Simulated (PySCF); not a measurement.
LiH, SMILES [LiH].

The structure is a stationary point at PBE0-D3(BJ)/def2-TZVPD.

These are PySCF with IEF-PCM-PBE0/def2-TZVPD values and carry that method's errors.

The values are the electrostatic part of the solvation free energy, E(continuum) − E(gas) at the gas-phase geometry, in a cavity of scaled van der Waals radii (PySCF's table); cavitation and dispersion terms are not included. A continuum can't describe solvent molecules that bind to the metal. In vacuum the orbital gap is 4.37 eV. The dipole moment in vacuum is 5.72 D.

Problem. Estimate the values in water (ε = 78.36), ethylethanoate (ε = 5.99), chloroform (ε = 4.71). (An estimate is asked for; the answer gives what the named calculation found.)

Solution. 
```json
[
 {"solvent": "water", "ε": "78.36", "ΔG(elec) (kcal/mol)": "-19.0", "dipole (D)": "6.93", "gap (eV)": "6.77"},
 {"solvent": "ethylethanoate", "ε": "5.99", "ΔG(elec) (kcal/mol)": "-14.4", "dipole (D)": "6.68", "gap (eV)": "6.19"},
 {"solvent": "chloroform", "ε": "4.71", "ΔG(elec) (kcal/mol)": "-13.2", "dipole (D)": "6.62", "gap (eV)": "6.04"}
]
```
